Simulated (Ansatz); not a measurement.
A made-up structure of CH$_{4}$NSi, doublet:

N1  (-1.011, 0.431, -0.386)
C2  (0.150, 0.116, 0.198)
Si3  (1.131, -1.386, -0.275)
H4  (-1.383, -0.159, -1.114)
H5  (1.073, -2.448, -1.216)
H6  (0.441, 0.831, 0.965)
H7  (2.219, -1.078, 0.746)
(Å)

It is relaxed with PBE-D4/def2-SVP and then PBE0-D4/def2-TZVP (Ansatz 0.2.0). Atoms count as bonded within 1.22 times the sum of their covalent radii (H–H: 0.88 Å). The end point is not checked to be a true minimum.

Q: Does its bonding change? (Judge from chemistry; the calculation decides.)

A: Computed: No: no bond forms or breaks.

Where it ends: The first stage lowers the energy by 0.87 eV in 11 steps. It ends as CH₄NSi ([NH][CH][SiH2]):
```xyz
7
angstrom
N -0.9554 0.4205 -0.5178
C 0.0413 0.1342 0.2233
Si 1.0592 -1.4301 0.1382
H -1.1367 -0.3137 -1.2067
H 0.8165 -2.1406 -1.1463
H 0.2910 0.8665 0.9999
H 2.5032 -1.2294 0.4278
```

Labels in which every atom is bracketed show which atoms are joined, not bond orders.

For scale, one of the runs: PBE0-D4/def2-TZVP relaxation, 123 basis functions, launched by `ansatz run in.yaml --threads 2 --pin off --events-out ev --progress --plain --max-ram 4352MiB`. The run took about 49 s on 2 CPU threads of an Arm Neoverse N1 (shared host).
